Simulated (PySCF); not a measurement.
## A PySCF run on LiO

State: ²Π (doublet), unpaired electrons π ↑.

An equivalent input (the run itself took its basis sets from the Basis Set Exchange, started from a PBE0 density and held the occupation σ 4α 4β, πx 1α 1β, πy 1α 0β):

```python
from pyscf import gto, dft
mol = gto.M(atom='Li 0 0 0; O 0 0 1.682', basis={'Li': 'def2-TZVP', 'O': 'def2-TZVP'},
            charge=0, spin=1, verbose=4, symmetry='C2v')
mf = dft.UKS(mol, xc='R2SCAN')
mf.grids.atom_grid = (80, 434)
mf.grids.prune = dft.gen_grid.treutler_prune
mf.irrep_nelec = {'A1': (4, 4), 'B1': (1, 1), 'B2': (1, 0)}
mf.conv_tol = 1e-9
mf.max_cycle = 60
mf.diis_space = 10
mf.kernel()
```

The log (some set-up lines and the per-cycle HOMO/LUMO lines removed):

```
******** <class 'pyscf.dft.uks_symm.SymAdaptedUKS'> ********
method = SymAdaptedUKS
damping factor = 0
level_shift factor = 0
DIIS = <class 'pyscf.scf.diis.CDIIS'>
diis_start_cycle = 1
diis_space = 10
diis_damp = 0
SCF conv_tol = 1e-09
SCF conv_tol_grad = None
SCF max_cycles = 60
number electrons alpha = 6  beta = 5
Set gradient conv threshold to 3.16228e-05
init E= -82.6687152893539
cycle= 1 E= -82.6690397717107  delta_E= -0.000324  |g|= 0.00631  |ddm|= 0.03
cycle= 2 E= -82.6690188272099  delta_E= 2.09e-05  |g|= 0.00957  |ddm|= 0.00882
cycle= 3 E= -82.6690537860089  delta_E= -3.5e-05  |g|= 0.0011  |ddm|= 0.00587
cycle= 4 E= -82.6690543533156  delta_E= -5.67e-07  |g|= 0.000132  |ddm|= 0.000837
cycle= 5 E= -82.6690543784121  delta_E= -2.51e-08  |g|= 4.42e-05  |ddm|= 0.000243
cycle= 6 E= -82.6690543819328  delta_E= -3.52e-09  |g|= 1.28e-05  |ddm|= 0.0001
cycle= 7 E= -82.6690543821753  delta_E= -2.42e-10  |g|= 1.03e-06  |ddm|= 3.04e-05
Extra cycle  E= -82.6690543821762  delta_E= -8.95e-13  |g|= 4.04e-07  |ddm|= 1.69e-06
converged SCF energy = -82.6690543821762  <S^2> = 0.75482281  2S+1 = 2.004817
```

Repeating this along the bond gives Re = 1.694 Å and ωe = 812 cm⁻¹.

A point of this curve took 0.6 CPU seconds beside 0.028 for the integrals, on Arm Neoverse V2 (shared host).

The state was picked by a PBE0 search and need not be the measured ground state.
